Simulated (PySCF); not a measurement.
# Functional benchmark on one molecule

Molecule: SMILES C[PH](C)=O, C2H7OP.

Structure with atom numbers: `[CH3:1][PH:2]([CH3:3])=[O:4]`; H(Xn) means a hydrogen on atom n.

Geometry PBE0-D3(BJ)/def2-SVP throughout; GIAO in PySCF 2.14, gas phase, one conformer, non-relativistic; equivalent atoms averaged; basis pcSseg-2.

Reference values (measured; solution, CH3OH; S. K. Latypov et al., Phys. Chem. Chem. Phys. 2015 (author manuscript)): δ(P2) = 20.5 ppm vs 85 % H3PO4. Computed shifts are taken against H3PO4, calculated as an isolated molecule at each level.

**Question.** How do the functionals HF, LDA, PBE, BLYP, BP86, OPBE, KT2, KT3, B97-D, B3LYP, PBE0, mPW1PW91 perform against the reference? Times are CPU seconds on 1 thread of an AMD EPYC 9R14, shared host; the GGAs took longer than the global hybrids here, which isn't the general rule, and the cause wasn't traced.

**Answer.** 
```csv
functional,kind,P2,abs. error P,core-s
HF,Hartree–Fock,-0.3,20.8,8.3
LDA,LDA,-13.5,34.0,21
PBE,GGA,-12.6,33.1,23
BLYP,GGA,-6.5,27.0,23
BP86,GGA,-11.5,32.0,23
OPBE,GGA,-15.0,35.5,23
KT2,GGA,-14.9,35.4,24
KT3,GGA,-11.4,31.9,23
B97-D,GGA,-6.9,27.4,23
B3LYP,global hybrid,-5.9,26.4,14
PBE0,global hybrid,-11.5,32.0,14
mPW1PW91,global hybrid,-10.6,31.1,14
```

For 31P the closest is HF (20.8 ppm) and the furthest OPBE (35.5 ppm). One molecule is a small sample, and vibrational and solvent effects are absent from the calculation.
